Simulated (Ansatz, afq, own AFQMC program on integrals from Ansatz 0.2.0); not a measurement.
# Where AFQMC and coupled cluster stand for SiGeH⁺, quintet

```yaml
atoms:
  - { symbol: Si, position_ang: [0.0000, 0.0406, 1.7372] }
  - { symbol: Ge, position_ang: [0.0000, -0.0362, -0.6556] }
  - { symbol: H, position_ang: [0.0000, 1.4755, -1.1562] }
```

Connectivity, by distances: Si–GeH.

Basis cc-pVDZ. Only valence electrons are correlated. Integrals, coupled cluster, full CI and functionals: Ansatz 0.2.0; the random walks run on the same integrals in our own AFQMC program. ph-AFQMC/CISD is guided by a CISD state made of CCSD amplitudes; releasing the constraint for a short imaginary time cuts its bias at the price of noise, slowly where states lie close. Uncertainties: one standard error, sampling alone. No spin–orbit coupling.

Determinant: UHF, the one that the program's search chose, which needn't be the lowest solution. The geometry is a PBE0/def2-TZVP stationary point of this or a neighbouring charge and spin state.

No full CI on the walks' own integrals is used here; CCSDTQ serves as the reference and is uncertain by about the last step of the cluster series.

Cautions: no relativity below Rb; no spin-orbit coupling; inner d shell frozen; another spin lies lower (by 2.14 eV); the released energies have errors that jump between times, so the bars are unsure, so no released level is given (meV from the phaseless value at times in 1/Eh: 318 ± 322 at 0.24, -6.6 ± 2.1 at 0.51, -11.6 ± 1.8 at 0.99, -15.6 ± 2.0 at 1.62, -19.7 ± 1.8 at 2.40).

* T1 diagnostic: 0.0353
* weight of the determinant in the CISD state: 0.874
* ⟨S²⟩ of the determinant: 6.021
* size of the correlated space: 8 electrons in 31 orbitals

Reference: CCSDTQ, correlation energy -3.772 eV.

```
        level  E − E(reference) (kJ/mol)  share of correlation (%)
           HF                      364.0                      0.00
          MP2                      102.2                     71.92
         CCSD                       19.0                     94.77
      CCSD(T)                        5.2                     98.57
        CCSDT                        1.0                     99.73
     CCSDT(Q)                        0.1                     99.97
  ph-AFQMC/HF                  8.3 ± 1.6                     97.73
ph-AFQMC/CISD                  2.4 ± 0.2                     99.35
```

CCSDT and higher add their correlation energy to the determinant of the CCSD(T) run, since their own runs factorise the integrals more tightly (a shift of under 2 meV). A walk keeps the symmetry of its determinant, which the program's search chose and which needn't be the lowest solution, so a lower state of the same spin and another symmetry isn't excluded.
